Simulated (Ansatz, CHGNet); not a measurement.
Lattice parameter a (Å) of solids drawn from the class of elemental solids other than molecular ones, at two levels: the machine-learned potential CHGNet-r²SCAN (trained on r²SCAN data), and PBE (Ansatz, an electronic-structure program, plane waves, PAW).

```json
[
 {"solid": "bcc Ba", "CHGNet-r²SCAN": "5.086", "PBE": "5.021", "shift (%)": "-1.28"},
 {"solid": "fcc Ag", "CHGNet-r²SCAN": "4.110", "PBE": "4.147", "shift (%)": "+0.90"},
 {"solid": "fcc Sr", "CHGNet-r²SCAN": "6.090", "PBE": "6.030", "shift (%)": "-0.99"},
 {"solid": "bcc Fe", "CHGNet-r²SCAN": "2.868", "PBE": "2.831", "shift (%)": "-1.29"},
 {"solid": "bcc Nb", "CHGNet-r²SCAN": "3.320", "PBE": "3.310", "shift (%)": "-0.30"},
 {"solid": "grey tin (α-Sn)", "CHGNet-r²SCAN": "6.590", "PBE": "6.655", "shift (%)": "+0.99"},
 {"solid": "bcc Ta", "CHGNet-r²SCAN": "3.321", "PBE": "3.319", "shift (%)": "-0.06"},
 {"solid": "fcc Ir", "CHGNet-r²SCAN": "3.853", "PBE": "3.871", "shift (%)": "+0.47"},
 {"solid": "fcc Al", "CHGNet-r²SCAN": "3.986", "PBE": "4.040", "shift (%)": "+1.35"},
 {"solid": "diamond-structure Ge", "CHGNet-r²SCAN": "5.682", "PBE": "5.761", "shift (%)": "+1.39"}
]
```

The shifts run from -1.29 % to +1.39 %, with a median of +0.20 %.

Over all 10 rows PBE is the larger in 5.

Ansatz's runs of these crystals have no spin polarisation, but for bcc Fe.

Density-functional runs with spin start from parallel moments for bcc Fe.

Spin–orbit coupling is left out, also for the solids with elements from indium on (bcc Ba, grey tin (α-Sn), bcc Ta, fcc Ir); its size isn't shown.

Caveats: the gap of the solid is closed in this run (PBE: diamond-structure Ge). Ansatz's density-functional and Hartree–Fock values are scalar-relativistic unless marked +SOC, with PAW data made under PBE.
